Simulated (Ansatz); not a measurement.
The input, for Ansatz 0.2.0:

```yaml
crystal:
  periodic: [false, false, false]
  atoms:
    - {symbol: F, position_ang: [0.110717, 0.539163, 2.583201]}
    - {symbol: Ga, position_ang: [-0.054158, -0.229435, 1.000135]}
    - {symbol: Ga, position_ang: [0.022463, 0.064375, -1.698182]}
    - {symbol: H, position_ang: [0.105571, 1.255326, -0.403505]}
basis:
  gaussian: {orbitals: STO-3G}
correlation: {active_space: {ras: {orbitals: [7, 0, 6], electrons: 14, max_holes: 2, max_particles: 2}, fixed_orbitals: true}}
```

```sh
$ ansatz run in.yaml --threads 1 --pin off --events-out ev --progress --plain --max-ram 2393MiB
```

Log:

```
434 factors; integrals over basis functions are off by at most 1.4e-4 eV
mean field evaluation 1: about -106127.7758 eV, gradient 1.9e1 eV
mean field evaluation 2: about -106127.8095 eV, gradient 1.9e1 eV
mean field evaluation 4: about -106130.6023 eV, gradient 3.7e0 eV
mean field evaluation 8: about -106131.0436 eV, gradient 1.3e0 eV
mean field evaluation 16: about -106131.3495 eV, gradient 1.7e-1 eV
mean field evaluation 32: about -106126.9446 eV, gradient 2.6e1 eV
mean field evaluation 64: about -106131.3560 eV, gradient 1.4e-1 eV
mean field evaluation 96: about -106131.3526 eV, gradient 4.4e-2 eV
mean field evaluation 128: about -106130.9407 eV, gradient 1.4e0 eV
mean field evaluation 160: about -106129.5801 eV, gradient 1.6e1 eV
mean field evaluation 192: about -106131.3573 eV, gradient 2.6e-1 eV
mean field -106131.35843129 eV, -3900.2554839313 hartree, gradient 1.6e-6 eV, S^2 0.000000; 10 other end points of the search recorded, 0 dependent functions left out
reference -106131.35843129 eV, -3900.2554839313 hartree; 36, 36 occupied and 6, 6 virtual orbitals, 434 factors
state -106136.65093681 eV, -3900.4499799217 hartree
Total energy: -106136.65093681 eV, -3900.4499799217 hartree
```

Ran on 1 thread of Arm Neoverse V1, shared host: 6.5 s wall, 0.09 GiB peak host memory.
